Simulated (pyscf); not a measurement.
PySCF, gas phase, ωB97X-D3(BJ)/def2-SVP geometries. MP2 and CC: frozen core, UHF for open shells. ΔMP2 is the change of the MP2 total energy from the triple- to the quadruple-zeta basis.

### Question
For `[BH3]` + `[SiH3][Cl]` -> `[BH2][Cl]` + `[SiH4]`, a four-centre exchange (singlet surface; B–H, Cl–Si broken, B–Cl, H–Si formed), PBE/def2-TZVP gives ΔE‡ = 9.1 kJ/mol and ΔE = -23.4 kJ/mol (zero: the separated reactants). In which direction and how far do PBE0-D3(BJ)/def2-TZVP, ωB97M-D3(BJ)/def2-TZVP, CCSD(T)/def2-TZVPP + ΔMP2(QZVPP) move these?

### Answer
PBE0-D3(BJ): ΔE‡ = 14.9 kJ/mol, ΔE = -16.3 kJ/mol; ωB97M-D3(BJ): ΔE‡ = 35.7 kJ/mol, ΔE = -12.6 kJ/mol; CCSD(T): ΔE‡ = 43.6 kJ/mol, ΔE = -12.2 kJ/mol. PBE's barrier lies under all of them, by 5.7 to 34.4 kJ/mol. Its reaction energy lies under all of them, by 7.2 to 11.3 kJ/mol. On the reactant side the descent ends in a complex, 26.9 kJ/mol under the separated species and 60.4 kJ/mol under the saddle at ωB97X-D3(BJ)/def2-TZVP. At ωB97X-D3(BJ) the barrier from the zero used here is 33.5 kJ/mol. This is the saddle that the search found; another between the same sides may lie lower. The CCSD(T) − MP2 part came from Ansatz, without density fitting, on the same reference.
